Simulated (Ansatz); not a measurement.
Basis sets compared for the cluster Mg₂H₄ (the lowest singlet isomer of a short search). The state is a singlet with charge 0. Geometry r2SCAN-D4/def2-TZVP. Ansatz on 4 threads of Arm Neoverse V1 on a shared host; times are rough, and most runs start from earlier orbitals.

Cartesian coordinates in Å:
```
Mg -1.311 0.269 -0.385
Mg 1.311 -0.271 0.383
H 2.912 -0.594 0.854
H 0.424 0.638 -1.000
H -2.911 0.605 -0.849
H -0.424 -0.646 0.996
```

The structure comes from a short search, and lower isomers may exist.

Binding counts from free atoms (Mg singlet, H doublet) in the same basis, without a counterpoise term.

```json
{"level": "HF/STO-3G", "functions": "22", "energy (Eh)": "-396.4643", "HOMO (eV)": "-6.95", "LUMO (eV)": "9.82", "binding per atom (eV)": "2.65", "wall time": "0.05 s"}
{"level": "HF/6-31G", "functions": "34", "energy (Eh)": "-401.4551", "HOMO (eV)": "-10.38", "LUMO (eV)": "0.37", "binding per atom (eV)": "1.23", "wall time": "0.1 s"}
{"level": "PBE-D4/def2-SVP", "functions": "56", "energy (Eh)": "-402.1085", "HOMO (eV)": "-6.25", "LUMO (eV)": "-2.32", "binding per atom (eV)": "1.68", "wall time": "0.35 s"}
{"level": "PBE-D4/def2-TZVP (with forces)", "functions": "88", "energy (Eh)": "-402.2563", "HOMO (eV)": "-6.25", "LUMO (eV)": "-2.27", "binding per atom (eV)": "1.69", "wall time": "0.55 s"}
{"level": "r2SCAN-D4/def2-TZVP", "functions": "88", "energy (Eh)": "-402.4618", "HOMO (eV)": "-6.49", "LUMO (eV)": "-1.91", "binding per atom (eV)": "1.79", "wall time": "1.1 s"}
{"level": "PBE0-D4/def2-SVP", "functions": "56", "energy (Eh)": "-402.1530", "HOMO (eV)": "-7.43", "LUMO (eV)": "-1.69", "binding per atom (eV)": "1.69", "wall time": "0.35 s"}
{"level": "PBE0-D4/def2-TZVP", "functions": "88", "energy (Eh)": "-402.3009", "HOMO (eV)": "-7.41", "LUMO (eV)": "-1.63", "binding per atom (eV)": "1.70", "wall time": "0.65 s"}
```

Problem. Estimate the rows for PBE-D4/def2-TZVPD, r2SCAN-D4/def2-TZVPD, PBE0-D4/def2-TZVPD.

Solution. 
```csv
level,functions,energy (Eh),HOMO (eV),LUMO (eV),binding per atom (eV),wall time
PBE-D4/def2-TZVPD,106,-402.2570,-6.24,-2.30,1.69,0.65 s
r2SCAN-D4/def2-TZVPD,106,-402.4624,-6.48,-1.94,1.80,1.4 s
PBE0-D4/def2-TZVPD,106,-402.3016,-7.40,-1.67,1.70,0.65 s
```
